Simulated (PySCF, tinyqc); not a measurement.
Inside a calculation (part 1 of 2). Method: MP2 on RHF in the sto-3g basis, for CH2, spin multiplicity 1. The lowest restricted solution is unstable here: a spin-polarised one lies 0.0434 hartree lower (PySCF). Computed by tinyqc, a small Python program that keeps every step (integrals from PySCF). Settings: charge = 0, multiplicity = 1, basis = sto-3g, method = RHF, energy threshold = 1e-10, iteration cap = 55, orthogonalisation = symmetric, start = atomic densities, DIIS depth = 6. Command: `OMP_NUM_THREADS=1 python tinyqc.py 23317 23318 out.jsonl` (the two numbers bound the seeds that draw the settings). One thread of a shared host (Intel(R) Xeon(R) Processor @ 2.60GHz), about 0.2 s of CPU time with the checks. Later iterations appear only in the table of the cycle.

## One-electron integrals

Geometry (angstrom):
```
atom       x        y       z
C     0.0000   0.0000  0.0000
H     0.0000   1.0470  0.5090
H     0.0000  -1.0470  0.5090
```

Basis sto-3g: exponents (1/bohr^2) and contraction coefficients of normalised primitives:
```
element  l (shell)  exponent  coefficient
C            s (1)   71.6168       0.1543
C            s (1)   13.0451       0.5353
C            s (1)    3.5305       0.4446
C            s (2)    2.9412      -0.1000
C            s (2)    0.6835       0.3995
C            s (2)    0.2223       0.7001
C            p (3)    2.9412       0.1559
C            p (3)    0.6835       0.6077
C            p (3)    0.2223       0.3920
H            s (1)    3.4253       0.1543
H            s (1)    0.6239       0.5353
H            s (1)    0.1689       0.4446
```

Overlap, kinetic and nuclear-attraction integrals over the contracted functions; the nuclear repulsion is the sum of Za Zb / Rab.

nuclear repulsion = 5.707353 hartree

overlap S, lower triangle:
```
         1C 1s   1C 2s  1C 2px   1C 2py  1C 2pz   2H 1s   3H 1s
1C 1s   1.0000
1C 2s   0.2484  1.0000
1C 2px  0.0000  0.0000  1.0000
1C 2py  0.0000  0.0000  0.0000   1.0000
1C 2pz  0.0000  0.0000  0.0000   0.0000  1.0000
2H 1s   0.0524  0.4489  0.0000   0.3964  0.1927  1.0000
3H 1s   0.0524  0.4489  0.0000  -0.3964  0.1927  0.1020  1.0000
```

kinetic energy T (hartree), lower triangle:
```
          1C 1s   1C 2s  1C 2px   1C 2py  1C 2pz    2H 1s   3H 1s
1C 1s   15.8911
1C 2s   -0.0859  0.4722
1C 2px   0.0000  0.0000  1.4777
1C 2py   0.0000  0.0000  0.0000   1.4777
1C 2pz   0.0000  0.0000  0.0000   0.0000  1.4777
2H 1s   -0.0121  0.0843  0.0000   0.1957  0.0952   0.7600
3H 1s   -0.0121  0.0843  0.0000  -0.1957  0.0952  -0.0110  0.7600
```

nuclear attraction V (hartree), lower triangle:
```
           1C 1s    1C 2s   1C 2px   1C 2py   1C 2pz    2H 1s    3H 1s
1C 1s   -34.5618
1C 2s    -4.4180  -6.0806
1C 2px    0.0000   0.0000  -5.9642
1C 2py    0.0000   0.0000   0.0000  -6.1449
1C 2pz   -0.0130  -0.1371   0.0000   0.0000  -6.0069
2H 1s    -0.9473  -2.2824   0.0000  -1.8633  -0.9336  -4.1627
3H 1s    -0.9473  -2.2824   0.0000   1.8633  -0.9336  -0.4835  -4.1627
```

core Hamiltonian H = T + V (hartree), lower triangle:
```
           1C 1s    1C 2s   1C 2px   1C 2py   1C 2pz    2H 1s    3H 1s
1C 1s   -18.6707
1C 2s    -4.5039  -5.6084
1C 2px    0.0000   0.0000  -4.4865
1C 2py    0.0000   0.0000   0.0000  -4.6672
1C 2pz   -0.0130  -0.1371   0.0000   0.0000  -4.5292
2H 1s    -0.9594  -2.1982   0.0000  -1.6676  -0.8385  -3.4027
3H 1s    -0.9594  -2.1982   0.0000   1.6676  -0.8385  -0.4945  -3.4027
```

## Two-electron integrals

Functions are numbered as in S; the eight-fold symmetry (ij|kl) = (ji|kl) = (kl|ij) leaves the list below.

Two-electron integrals (ij|kl) in chemists' order, unique and non-zero (hartree):
```
(11|11) 3.5419      (21|11) 0.5769      (21|21) 0.1119      (22|11) 0.8547
(22|21) 0.2053      (22|22) 0.6247      (31|31) 0.0203      (32|31) 0.0309
(32|32) 0.1380      (33|11) 0.8524      (33|21) 0.2053      (33|22) 0.6246
(33|33) 0.6728      (41|41) 0.0203      (42|41) 0.0309      (42|42) 0.1380
(43|43) 0.0363      (44|11) 0.8524      (44|21) 0.2053      (44|22) 0.6246
(44|33) 0.6003      (44|44) 0.6728      (51|51) 0.0203      (52|51) 0.0309
(52|52) 0.1380      (53|53) 0.0363      (54|54) 0.0363      (55|11) 0.8524
(55|21) 0.2053      (55|22) 0.6246      (55|33) 0.6003      (55|44) 0.6003
(55|55) 0.6728      (61|11) 0.1224      (61|21) 0.0236      (61|22) 0.0432
(61|33) 0.0431      (61|41) 0.0013      (61|42) 0.0024      (61|44) 0.0435
(61|51) 0.0006      (61|52) 0.0012      (61|54) 1.81e-04    (61|55) 0.0432
(61|61) 0.0051      (62|11) 0.2959      (62|21) 0.0720      (62|22) 0.2415
(62|33) 0.2356      (62|41) 0.0062      (62|42) 0.0427      (62|44) 0.2496
(62|51) 0.0030      (62|52) 0.0207      (62|54) 0.0068      (62|55) 0.2389
(62|61) 0.0159      (62|62) 0.1227      (63|31) 0.0073      (63|32) 0.0386
(63|43) 0.0083      (63|53) 0.0040      (63|63) 0.0150      (64|11) 0.2275
(64|21) 0.0561      (64|22) 0.1994      (64|33) 0.1893      (64|41) 0.0115
(64|42) 0.0712      (64|44) 0.2167      (64|51) 0.0020      (64|52) 0.0159
(64|54) 0.0093      (64|55) 0.1919      (64|61) 0.0129      (64|62) 0.1203
(64|64) 0.1309      (65|11) 0.1106      (65|21) 0.0273      (65|22) 0.0969
(65|33) 0.0920      (65|41) 0.0020      (65|42) 0.0159      (65|44) 0.0973
(65|51) 0.0083      (65|52) 0.0463      (65|54) 0.0109      (65|55) 0.1014
(65|61) 0.0063      (65|62) 0.0585      (65|64) 0.0563      (65|65) 0.0424
(66|11) 0.4467      (66|21) 0.1106      (66|22) 0.4216      (66|33) 0.3993
(66|41) 0.0119      (66|42) 0.1104      (66|44) 0.4531      (66|51) 0.0058
(66|52) 0.0537      (66|54) 0.0262      (66|55) 0.4120      (66|61) 0.0247
(66|62) 0.2714      (66|64) 0.2939      (66|65) 0.1429      (66|66) 0.7746
(71|11) 0.1224      (71|21) 0.0236      (71|22) 0.0432      (71|33) 0.0431
(71|41) -0.0013     (71|42) -0.0024     (71|44) 0.0435      (71|51) 0.0006
(71|52) 0.0012      (71|54) -1.81e-04   (71|55) 0.0432      (71|61) 0.0049
(71|62) 0.0148      (71|64) 0.0110      (71|65) 0.0059      (71|66) 0.0226
(71|71) 0.0051      (72|11) 0.2959      (72|21) 0.0720      (72|22) 0.2415
(72|33) 0.2356      (72|41) -0.0062     (72|42) -0.0427     (72|44) 0.2496
(72|51) 0.0030      (72|52) 0.0207      (72|54) -0.0068     (72|55) 0.2389
(72|61) 0.0148      (72|62) 0.0853      (72|64) 0.0606      (72|65) 0.0395
(72|66) 0.1452      (72|71) 0.0159      (72|72) 0.1227      (73|31) 0.0073
(73|32) 0.0386      (73|43) -0.0083     (73|53) 0.0040      (73|63) 0.0097
(73|73) 0.0150      (74|11) -0.2275     (74|21) -0.0561     (74|22) -0.1994
(74|33) -0.1893     (74|41) 0.0115      (74|42) 0.0712      (74|44) -0.2167
(74|51) -0.0020     (74|52) -0.0159     (74|54) 0.0093      (74|55) -0.1919
(74|61) -0.0110     (74|62) -0.0606     (74|64) -0.0347     (74|65) -0.0276
(74|66) -0.0968     (74|71) -0.0129     (74|72) -0.1203     (74|74) 0.1309
(75|11) 0.1106      (75|21) 0.0273      (75|22) 0.0969      (75|33) 0.0920
(75|41) -0.0020     (75|42) -0.0159     (75|44) 0.0973      (75|51) 0.0083
(75|52) 0.0463      (75|54) -0.0109     (75|55) 0.1014      (75|61) 0.0059
(75|62) 0.0395      (75|64) 0.0276      (75|65) 0.0276      (75|66) 0.0712
(75|71) 0.0063      (75|72) 0.0585      (75|74) -0.0563     (75|75) 0.0424
(76|11) 0.0620      (76|21) 0.0151      (76|22) 0.0519      (76|33) 0.0507
(76|44) 0.0525      (76|51) 0.0011      (76|52) 0.0078      (76|55) 0.0526
(76|61) 0.0032      (76|62) 0.0230      (76|64) 0.0197      (76|65) 0.0121
(76|66) 0.0466      (76|71) 0.0032      (76|72) 0.0230      (76|74) -0.0197
(76|75) 0.0121      (76|76) 0.0053      (77|11) 0.4467      (77|21) 0.1106
(77|22) 0.4216      (77|33) 0.3993      (77|41) -0.0119     (77|42) -0.1104
(77|44) 0.4531      (77|51) 0.0058      (77|52) 0.0537      (77|54) -0.0262
(77|55) 0.4120      (77|61) 0.0226      (77|62) 0.1452      (77|64) 0.0968
(77|65) 0.0712      (77|66) 0.2521      (77|71) 0.0247      (77|72) 0.2714
(77|74) -0.2939     (77|75) 0.1429      (77|76) 0.0466      (77|77) 0.7746
```

## Orthogonalisation

S = U s U^T; symmetric (Loewdin) form X = U s^(-1/2) U^T, so that X^T S X = 1.

eigenvalues of S: 0.3361  0.3861  0.8884  1.0000  1.0773  1.5119  1.8002

X, lower triangle:
```
          1C 1s    1C 2s  1C 2px   1C 2py   1C 2pz    2H 1s   3H 1s
1C 1s    1.0268
1C 2s   -0.1512   1.2448
1C 2px   0.0000   0.0000  1.0000
1C 2py   0.0000   0.0000  0.0000   1.1752
1C 2pz  -0.0092   0.0925  0.0000   0.0000   1.0388
2H 1s    0.0249  -0.3035  0.0000  -0.2803  -0.1277   1.2157
3H 1s    0.0249  -0.3035  0.0000   0.2803  -0.1277  -0.0316  1.2157
```

## Starting guess

The start is atomic minimal-basis densities projected into this basis (PySCF's MINAO start) and scaled to the electron count of each spin; this density is not idempotent, so its energy is not variational and may lie below the converged one.

D at the start, lower triangle:
```
          1C 1s    1C 2s  1C 2px   1C 2py  1C 2pz   2H 1s   3H 1s
1C 1s    2.1421
1C 2s   -0.5079   2.0651
1C 2px   0.0000   0.0000  0.6586
1C 2py   0.0000   0.0000  0.0000   0.5819
1C 2pz   0.0104  -0.0379  0.0000   0.0000  0.6412
2H 1s   -0.0230   0.0876  0.0000   0.0539  0.0201  0.9522
3H 1s   -0.0230   0.0876  0.0000  -0.0539  0.0201  0.0271  0.9522
```

## Iteration 1: building the Fock matrix

J_ij = sum D_kl (ij|kl), K_ij = sum D_kl (ik|jl); F = H + J - 0.5 K; E = tr D H + tr D J / 2 - 0.25 tr D K + E_nn.

Coulomb J (hartree), lower triangle:
```
          1C 1s   1C 2s  1C 2px   1C 2py  1C 2pz   2H 1s   3H 1s
1C 1s   11.3746
1C 2s    2.1813  5.0248
1C 2px   0.0000  0.0000  4.9745
1C 2py   0.0000  0.0000  0.0000   5.0827
1C 2pz   0.0112  0.1071  0.0000   0.0000  5.0000
2H 1s    0.4620  1.9678  0.0000   1.6396  0.8212  3.6038
3H 1s    0.4620  1.9678  0.0000  -1.6396  0.8212  0.4240  3.6038
```

exchange K (hartree), lower triangle:
```
         1C 1s   1C 2s  1C 2px   1C 2py  1C 2pz   2H 1s   3H 1s
1C 1s   7.2776
1C 2s   1.2645  1.9080
1C 2px  0.0000  0.0000  0.8287
1C 2py  0.0000  0.0000  0.0000   1.0546
1C 2pz  0.0146  0.1202  0.0000   0.0000  0.8817
2H 1s   0.2957  0.9363  0.0000   0.5294  0.2818  1.1884
3H 1s   0.2957  0.9363  0.0000  -0.5294  0.2818  0.2916  1.1884
```

Fock matrix F (hartree), lower triangle:
```
           1C 1s    1C 2s  1C 2px   1C 2py   1C 2pz    2H 1s    3H 1s
1C 1s   -10.9350
1C 2s    -2.9549  -1.5377
1C 2px    0.0000   0.0000  0.0737
1C 2py    0.0000   0.0000  0.0000  -0.1118
1C 2pz   -0.0090  -0.0901  0.0000   0.0000   0.0299
2H 1s    -0.6453  -0.6985  0.0000  -0.2927  -0.1582  -0.3931
3H 1s    -0.6453  -0.6985  0.0000   0.2927  -0.1582  -0.2163  -0.3931
```

total energy of this density = -38.188000 hartree

This density is the starting one; it is not idempotent, so its energy is not variational and may lie below the converged one.

## Iteration 1: diagonalisation and new density

Diagonalise F' = X^T F X, C = X C', fill 4 alpha and 4 beta electrons from the bottom; D = 2 C_occ C_occ^T. Each column has its largest component positive (the first on a tie).

F' = X^T F X (hartree), lower triangle:
```
          1        2       3        4        5        6       7
1  -10.7033
2   -1.5481  -0.6978
3    0.0000   0.0000  0.0737
4    0.0000   0.0000  0.0000   0.2035
5   -0.0209   0.0590  0.0000   0.0000   0.1002
6   -0.0836  -0.4323  0.0000  -0.3765  -0.1712   0.0328
7   -0.0836  -0.4323  0.0000   0.3765  -0.1712  -0.0840  0.0328
```

orbital energies (hartree): MO1 -10.9413, MO2 -0.8865, MO3 -0.3740, MO4 -0.0279, MO5 0.0737, MO6 0.5037, MO7 0.6943

coefficients C:
```
            MO1      MO2      MO3      MO4     MO5      MO6      MO7
1C 1s    0.9928  -0.2357   0.0000   0.1078  0.0000  -0.1602   0.0000
1C 2s    0.0298   0.7622   0.0000  -0.5342  0.0000   0.9476   0.0000
1C 2px   0.0000   0.0000   0.0000   0.0000  1.0000   0.0000   0.0000
1C 2py   0.0000   0.0000   0.5051   0.0000  0.0000   0.0000   1.1328
1C 2pz   0.0029   0.0661   0.0000   0.7918  0.0000   0.6992   0.0000
2H 1s   -0.0052   0.2369   0.4585   0.3041  0.0000  -0.8133  -0.8039
3H 1s   -0.0052   0.2369  -0.4585   0.3041  0.0000  -0.8133   0.8039
```

D after iteration 1, lower triangle:
```
          1C 1s    1C 2s  1C 2px   1C 2py  1C 2pz    2H 1s   3H 1s
1C 1s    2.1059
1C 2s   -0.4155   1.7344
1C 2px   0.0000   0.0000  0.0000
1C 2py   0.0000   0.0000  0.0000   0.5103
1C 2pz   0.1453  -0.7450  0.0000   0.0000  1.2628
2H 1s   -0.0564   0.0359  0.0000   0.4632  0.5130   0.7178
3H 1s   -0.0564   0.0359  0.0000  -0.4632  0.5130  -0.1232  0.7178
```

## Iteration 8 (converged): orbitals

converged F (hartree), lower triangle:
```
           1C 1s    1C 2s  1C 2px   1C 2py   1C 2pz    2H 1s    3H 1s
1C 1s   -10.9732
1C 2s    -2.9511  -1.4241
1C 2px    0.0000   0.0000  0.2446
1C 2py    0.0000   0.0000  0.0000  -0.2188
1C 2pz   -0.0248  -0.0639  0.0000   0.0000  -0.2150
2H 1s    -0.6356  -0.6435  0.0000  -0.3749  -0.2205  -0.4273
3H 1s    -0.6356  -0.6435  0.0000   0.3749  -0.2205  -0.1560  -0.4273
```

As before.

F' = X^T F X (hartree), lower triangle:
```
          1        2       3        4        5        6       7
1  -10.7415
2   -1.5593  -0.5892
3    0.0000   0.0000  0.2446
4    0.0000   0.0000  0.0000   0.1492
5   -0.0441   0.1077  0.0000   0.0000  -0.1265
6   -0.0753  -0.4089  0.0000  -0.4416  -0.2234   0.0150
7   -0.0753  -0.4089  0.0000   0.4416  -0.2234  -0.0528  0.0150
```

orbital energies (hartree): MO1 -10.9791, MO2 -0.7905, MO3 -0.5173, MO4 -0.2648, MO5 0.2446, MO6 0.5394, MO7 0.7343

coefficients C:
```
            MO1      MO2      MO3      MO4     MO5      MO6      MO7
1C 1s    0.9932  -0.2208   0.0000   0.1146  0.0000  -0.1741   0.0000
1C 2s    0.0291   0.6967   0.0000  -0.5245  0.0000   1.0019   0.0000
1C 2px   0.0000   0.0000   0.0000   0.0000  1.0000   0.0000   0.0000
1C 2py   0.0000   0.0000   0.5143   0.0000  0.0000   0.0000   1.1286
1C 2pz   0.0047   0.1328   0.0000   0.8364  0.0000   0.6349   0.0000
2H 1s   -0.0064   0.2744   0.4520   0.2134  0.0000  -0.8302  -0.8076
3H 1s   -0.0064   0.2744  -0.4520   0.2134  0.0000  -0.8302   0.8076
```

D after iteration 8, lower triangle:
```
          1C 1s    1C 2s  1C 2px   1C 2py  1C 2pz    2H 1s   3H 1s
1C 1s    2.0966
1C 2s   -0.3702   1.5227
1C 2px   0.0000   0.0000  0.0000
1C 2py   0.0000   0.0000  0.0000   0.5290
1C 2pz   0.1424  -0.6921  0.0000   0.0000  1.4344
2H 1s   -0.0849   0.1581  0.0000   0.4649  0.4298   0.6504
3H 1s   -0.0849   0.1581  0.0000  -0.4649  0.4298  -0.1668  0.6504
```

## Convergence

Stop when the energy changes by less than 1e-10 hartree and every element of the error matrix X^T (F D S - S D F) X is below 3e-06.

Course of the cycle:
```
iteration  E (hartree)     change  largest element of the error matrix
1           -38.188000          -                             7.28e-01
2           -38.336384  -1.48e-01                             4.63e-02
3           -38.341625  -5.24e-03                             2.18e-02
4           -38.342702  -1.08e-03                             6.31e-03
5           -38.342803  -1.02e-04                             3.15e-04
6           -38.342804  -2.84e-07                             3.87e-05
7           -38.342804  -1.85e-09                             2.06e-06
8           -38.342804  -4.77e-12                             1.70e-08
```

PySCF RHF in the same basis = -38.342804 hartree

Converged in 8 iterations.

## Populations, bond orders and dipole

Mulliken: Z minus the diagonal of D S on the atom; Loewdin: the same with S^(1/2) D S^(1/2); Mayer order: 2 sum_s sum (D(s) S)_ij (D(s) S)_ji over the two atoms.

Charges (e):
```
atom  Mulliken  Loewdin
1C     -0.0660  -0.0245
2H      0.0330   0.0123
3H      0.0330   0.0123
```

Mayer bond orders:
```
pair   order
2-1   0.9806
3-1   0.9806
3-2   0.0183
```

dipole moment about the origin, x y z (debye): 0.0000  0.0000  1.5949

## Integrals over molecular orbitals

(pq|rs) = sum C_ip C_jq C_kr C_ls (ij|kl), one index at a time.

one-electron integrals over orbitals h = C^T H C (hartree), lower triangle:
```
          1        2        3        4        5        6        7
1  -18.6559
2    0.3600  -4.5088
3    0.0000   0.0000  -3.9733
4   -0.1695   0.1898   0.0000  -4.3605
5    0.0000   0.0000   0.0000   0.0000  -4.4865
6    0.2676  -0.8060   0.0000  -0.3645   0.0000  -3.4674
7    0.0000   0.0000  -0.9021   0.0000   0.0000   0.0000  -3.6588
```

Two-electron integrals over orbitals (pq|rs), unique and non-zero (hartree):
```
(11|11) 3.5072      (21|11) -0.2937     (21|21) 0.0391      (22|11) 0.7140
(22|21) -0.0079     (22|22) 0.5354      (31|31) 0.0072      (32|31) 0.0128
(32|32) 0.1454      (33|11) 0.5940      (33|21) -0.0026     (33|22) 0.5040
(33|33) 0.5163      (41|11) 0.1489      (41|21) -0.0169     (41|22) 0.0134
(41|33) 0.0055      (41|41) 0.0257      (42|11) -0.0784     (42|21) 0.0069
(42|22) 0.0208      (42|33) 0.0184      (42|41) 0.0150      (42|42) 0.0785
(43|31) -0.0021     (43|32) 0.0231      (43|43) 0.0306      (44|11) 0.8128
(44|21) -0.0127     (44|22) 0.5050      (44|33) 0.4634      (44|41) -0.0124
(44|42) -0.0843     (44|44) 0.6683      (51|51) 0.0217      (52|51) 0.0237
(52|52) 0.0911      (53|53) 0.0195      (54|51) -0.0119     (54|52) -0.0358
(54|54) 0.0485      (55|11) 0.8520      (55|21) -0.0094     (55|22) 0.5431
(55|33) 0.4772      (55|41) 0.0043      (55|42) -0.0419     (55|44) 0.5837
(55|55) 0.6728      (61|11) -0.2280     (61|21) 0.0323      (61|22) -0.0015
(61|33) -1.54e-04   (61|41) -0.0048     (61|42) 0.0138      (61|44) -0.0177
(61|55) -0.0062     (61|61) 0.0313      (62|11) 0.2426      (62|21) -0.0060
(62|22) 0.0787      (62|33) 0.0206      (62|41) 0.0139      (62|42) 0.0029
(62|44) 0.0810      (62|55) 0.1244      (62|61) 0.0008      (62|62) 0.0971
(63|31) 0.0010      (63|32) -0.0751     (63|43) -0.0280     (63|63) 0.0905
(64|11) 0.0998      (64|21) 4.79e-04    (64|22) 0.0370      (64|33) 0.0058
(64|41) 0.0059      (64|42) 0.0038      (64|44) 0.0495      (64|55) 0.0482
(64|61) 0.0036      (64|62) 0.0509      (64|64) 0.0340      (65|51) 0.0170
(65|52) 0.0574      (65|54) -0.0124     (65|65) 0.0444      (66|11) 0.6618
(66|21) -0.0059     (66|22) 0.5177      (66|33) 0.5019      (66|41) 0.0206
(66|42) 0.0559      (66|44) 0.4483      (66|55) 0.4903      (66|61) 0.0045
(66|62) 0.0501      (66|64) 0.0246      (66|66) 0.5528      (71|31) 0.0126
(71|32) 0.0206      (71|43) -0.0039     (71|63) 0.0015      (71|71) 0.0224
(72|31) 0.0091      (72|32) 0.0035      (72|43) -0.0281     (72|63) 0.0463
(72|71) 0.0150      (72|72) 0.0543      (73|11) 0.2568      (73|21) -0.0059
(73|22) 0.0652      (73|33) 0.0309      (73|41) -0.0006     (73|42) -0.0509
(73|44) 0.1263      (73|55) 0.1299      (73|61) -0.0061     (73|62) 0.0769
(73|64) 0.0384      (73|66) 0.0071      (73|73) 0.1160      (74|31) -0.0078
(74|32) -0.0656     (74|43) 0.0092      (74|63) 0.0387      (74|71) -0.0133
(74|72) -0.0093     (74|74) 0.0560      (75|53) 0.0187      (75|75) 0.0228
(76|31) 0.0090      (76|32) 0.1166      (76|43) 0.0338      (76|63) -0.0841
(76|71) 0.0148      (76|72) -0.0225     (76|74) -0.0497     (76|76) 0.1192
(77|11) 0.7577      (77|21) -0.0096     (77|22) 0.5172      (77|33) 0.5185
(77|41) 0.0033      (77|42) -0.0133     (77|44) 0.5275      (77|55) 0.5290
(77|61) -0.0076     (77|62) 0.0427      (77|64) 0.0143      (77|66) 0.5097
(77|73) 0.0705      (77|77) 0.5639
```
